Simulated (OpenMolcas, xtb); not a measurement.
C2H7Al (SMILES [CH3][AlH][CH3]): the vertical electron affinity, rung by rung

C2H7Al has 10 atoms, charge 0, and is taken as a singlet. SMILES: `[CH3][AlH][CH3]`. The shape is that of a PBE0-D4/def2-TZVP optimisation.

```
atom    x (Å)    y (Å)    z (Å)
   C  -1.2191   0.9236  -0.7833
  Al   0.4968   0.0218  -0.5364
   C   0.9039  -0.9490   1.1097
   H  -2.0540   0.2332  -0.6212
   H  -1.3370   1.3685  -1.7738
   H  -1.3403   1.7237  -0.0436
   H   1.6057   0.0788  -1.6812
   H   0.0690  -0.9800   1.8140
   H   1.2019  -1.9809   0.8943
   H   1.7563  -0.4909   1.6245
```

Quantity: the vertical electron affinity (to the doublet anion), in eV. The values are calculated.

The electron affinity is E(neutral) − E(anion): positive where the electron is bound.

```tsv
level	kind	program	value (eV)
GFN2-xTB	semi-empirical	xtb	2.57
HF/def2-SVPD	Hartree–Fock	OpenMolcas	-1.45
SVWN5/def2-SVPD	LDA	OpenMolcas	-0.57
BLYP/def2-SVPD	GGA	OpenMolcas	-0.97
TPSS/def2-SVPD	meta-GGA	OpenMolcas	-0.67
BHLYP/def2-SVPD	global hybrid	OpenMolcas	-0.95
```

Where it was recorded, the anion's HOMO is positive in HF/def2-SVPD, SVWN5/def2-SVPD, BLYP/def2-SVPD, TPSS/def2-SVPD, BHLYP/def2-SVPD: a fault of the level (basis or self-interaction), which says nothing on whether the real anion is bound. The values span -1.45 to 2.57 eV. The xTB values lack the empirical shift that such differences need. Negative values mean that the anion is unbound at that level; they are set by how diffuse the basis is and aren't properties of the molecule, whose anion may well be bound.
